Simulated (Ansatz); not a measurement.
C$_{3}$H$_{3}$FO (`C=C=C(O)F`), relaxed with RKS PBE-D4/def2-SVP in Ansatz 0.2.0 from a rough embedded geometry. The force threshold is 0.03 eV/Å; the program also tests the step.

Charge 0, multiplicity 1.

Start:

```xyz
8

C     0.074    0.236   -1.432
C     0.054   -0.136   -0.255
C     0.024   -0.524    0.962
O    -0.222    0.279    1.971
F     0.259   -1.848    1.275
H     0.998    0.607   -1.961
H    -0.820    0.213   -2.090
H    -0.366    1.173    1.529
```

```csv
step,energy (eV),largest force (eV/Å),largest move (Å)
1,-7906.4894,5.995,0.000
2,-7906.9205,1.618,0.134
3 (rejected),-7906.8719,1.608,0.195
4,-7907.0382,0.282,0.097
5,-7907.0415,0.296,0.047
6,-7907.0433,0.081,0.017
7,-7907.0434,0.041,0.007
8,-7907.0434,0.006,0.004
```

End:

```xyz
8

C     0.084    0.237   -1.564
C     0.058   -0.153   -0.305
C     0.025   -0.523    0.967
O    -0.223    0.246    2.053
F     0.247   -1.781    1.361
H     1.013    0.595   -2.051
H    -0.820    0.222   -2.205
H    -0.384    1.157    1.744
```

It took 9 s on 2 threads of an Arm Neoverse V2 on a shared host, with 0.12 GiB of host memory at the peak.
